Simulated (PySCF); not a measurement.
Molecule: formaldoxime (C=NO, CH₃NO).

Atom-mapped SMILES (the numbers label the heavy atoms): `[CH2:1]=[N:2][OH:3]`. Hydrogens are named by the atom that carries them. Ha(C1) is cis to O3; Hb(C1) is trans to O3.

Spin–spin couplings on one PBE0-D3(BJ)/def2-SVP geometry, PySCF 2.14, gas phase, non-relativistic, equivalent pairs averaged; isotopes 13C, 1H, 17O, 15N; basis pcJ-1.

**Question.** How do the couplings (Hz) change with the functional? Times are CPU seconds on shared hosts with different chips, so compare them loosely.

**Answer.** 
```tsv
functional	functions	1J(C1,Hb(C1))	1J(C1,Ha(C1))	1J(O3,H(O3))	1J(N2,O3)	1J(C1,N2)	2J(N2,Hb(C1))	2J(C1,O3)	core-s
LDA	111	152.4	130.3	-60.5	-23.7	4.3	-16.2	-8.1	4.9
PBE	111	179.1	152.9	-61.7	-23.9	1.2	-17.1	-9.3	7.6
KT2	111	194.4	162.6	-60.7	-22.3	6.6	-19.3	-8.6	8.2
B3LYP	111	194.0	170.8	-74.4	-23.4	-4.2	-16.6	-9.8	4.2
PBE0	111	183.7	161.1	-71.3	-23.1	-4.3	-15.2	-9.6	7.8
B97-2	111	177.4	155.8	-70.9	-22.7	-3.8	-15.1	-9.5	7.4
BHandHLYP	111	207.9	187.8	-88.6	-23.0	-16.0	-13.2	-11.9	8.2
CAM-B3LYP	111	191.1	169.5	-76.1	-22.6	-5.3	-16.2	-10.0	9.5
``` Left out for a near triplet instability: HF/pcJ-1.
